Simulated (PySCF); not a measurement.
Gas-phase reaction: vinylsilane + 2 C3H4 (cyclic) → ethylsilane + 6 CH

Method: PySCF energies plus ideal-gas RRHO corrections (1 bar). † marks an energy on the PBE0/def2-TZVP geometry and frequencies; other levels use their own. Open shells (unrestricted): CH (multiplicity 2, electronic degeneracy 4); the rest are closed-shell singlets. Spin-orbit splitting is ignored; it lowers the true energy and changes the entropy of CH. The harmonic model lacks anharmonicity and excited electronic states, which grow with temperature; levels with a mode under 35 cm⁻¹ are left out. Internal rotation in vinylsilane, ethylsilane is treated as a harmonic vibration of one conformer, which makes the entropy rough. Warning, spin contamination: CH (PBE/def2-SVP, PBE/def2-TZVP†, PBE0/def2-SVP†, ωB97M-V/def2-TZVP†, ωB97X-V/def2-TZVP†).

| level | ΔE electronic, kJ | ΔH°(298 K), kJ | ΔS°(298 K), J/K | ΔG°(1600 K), kJ |
|---|---|---|---|---|
| PBE/def2-SVP | 3224 | 3127 | 623 | 2092 |
| PBE/def2-TZVP† | 3149 | 3047 | 624 | 2006 |
| PBE0/def2-SVP† | 3140 | 3038 | 624 | 1997 |
| ωB97M-V/def2-TZVP† | 2992 | 2891 | 624 | 1849 |
| ωB97X-V/def2-TZVP† | 2984 | 2882 | 624 | 1841 |
ΔH° is lowest at ωB97X-V/def2-TZVP† and highest at PBE/def2-SVP. No reference value is set beside these.
